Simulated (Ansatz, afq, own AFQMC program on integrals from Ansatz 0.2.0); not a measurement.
BO, doublet: AFQMC among the cluster methods

```xyz
2

B     0.0000    0.0000    0.0000
O     0.0000    0.0000    1.6520
```

Basis 6-31G. Only valence electrons are correlated. Integrals, coupled cluster, full CI and functionals: Ansatz 0.2.0; the random walks run on the same integrals in our own AFQMC program. The CISD trial takes its coefficients from CCSD amplitudes. Released means that phaseless walkers are propagated on without the constraint, phases kept. Error bars are statistical, one sigma.

Determinant: UHF, the one that the program's search chose, which needn't be the lowest solution. The geometry is a point of a scan.

Full CI on the same integrals is exact in this basis and with this determinant's frozen core.

Cautions: the search met a lower determinant of the same kind, perhaps of another symmetry (803 meV lower); strong correlation (T1 0.180, weight of the determinant 0.48, largest double 0.21); (Q) is large, 174 meV, so the cluster series hasn't closed; unrestricted determinant spin contaminated (⟨S²⟩ 1.58 against 0.75); CCSD(T) is in doubt: in a space of 9 electrons in 8 natural orbitals full CI lies 164 meV below it; the released energies are still falling, so no released level is given (meV from the phaseless value at times in 1/Eh: -29 ± 8 at 0.24, -44 ± 9 at 0.51, -56 ± 13 at 0.99, -64 ± 12 at 1.62, -78 ± 16 at 2.40), though the last usable value meets full CI within the noise; the ph-AFQMC/CISD walk drifts between its halves (2.4 errors).

The T1 diagnostic is 0.1798. The weight of the determinant in the CISD state is 0.476, the ⟨S²⟩ of the determinant is 1.579 and the size of the correlated space is 9 electrons in 16 orbitals.

```
  level  correlation energy (eV)
    MP2                  -3.6228
   CCSD                  -5.3053
CCSD(T)                  -5.5559
```

(1) Estimate where full CI lies against CCSD(T) on the same integrals.

(1) 22.1 kJ/mol below CCSD(T).

Reference: full CI, correlation energy -5.785 eV. The cautions show a poor starting determinant, so the rows tell how each method copes with it here, and full CI is the sure value.

| level | E − E(reference) (kJ/mol) | share of correlation (%) |
| --- | --- | --- |
| CCSD(T) | 22.1 | 96.04 |
| CCSDT | 2.9 | 99.48 |
| CCSDT(Q) | -13.9 | 102.50 |
| CCSDTQ | -0.5 | 100.09 |
| ph-AFQMC/CISD | 4.9 ± 0.9 | 99.12 |

CCSDT and higher add their correlation energy to the determinant of the CCSD(T) run, since their own runs factorise the integrals more tightly (a shift of under 2 meV). A walk keeps the symmetry of its determinant, which the program's search chose and which needn't be the lowest solution, so a lower state of the same spin and another symmetry isn't excluded.
